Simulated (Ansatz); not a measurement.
**InP: pressure series**

Take InP in the zinc blende structure (space group F-43m, No. 216) as the base.

```yaml
crystal:
  lattice:
    - [0.00000, 2.91346, 2.91346]
    - [2.91346, 0.00000, 2.91346]
    - [2.91346, 2.91346, 0.00000]
  atoms:
    - { symbol: In, position: [0.00000, 0.00000, 0.00000] }
    - { symbol: P, position: [0.25000, 0.25000, 0.25000] }
```

Cell and atoms are relaxed at each pressure.

Computed with LDA/PAW in Ansatz (a first-principles code), no spin-orbit coupling.

```csv
pressure (GPa),volume per atom (Å³/atom)
-2,25.486
0,24.730
0.9,24.429
2.1,24.057
4.5,23.393
9,22.369
15,?
22.5,20.240
30,19.394
```

Task: Fit the third-order Birch–Murnaghan form P(V) = (3B₀/2)[(V₀/V)^(7/3) − (V₀/V)^(5/3)]·[1 + (3/4)(B₀′ − 4)((V₀/V)^(2/3) − 1)] (squares taken in P) to the rows shown and predict the withheld row.

Result: Least squares on the printed values gives V₀ = 24.731 Å³/atom, B₀ = 71.7 GPa, B₀′ = 4.4; this predicts 21.290 Å³/atom, and the run gives 21.293 Å³/atom, 0.003 higher.

Measured bulk modulus of InP: 72 GPa (static lattice; corrected from measurement; as listed in Daniel Mejia-Rodriguez, S. B. Trickey, Phys. Rev. B (2018)); the computed value is 0 % below it.

Load acts through the strain it causes; cell and atoms are relaxed under it. Whether these cells are dynamically stable was not tested. Measured, InP leaves this structure (for rock salt) near 9.8 GPa (temperature not stated; as listed in Datta, Sujoy, Jana, Debnarayan, arXiv (2020)).
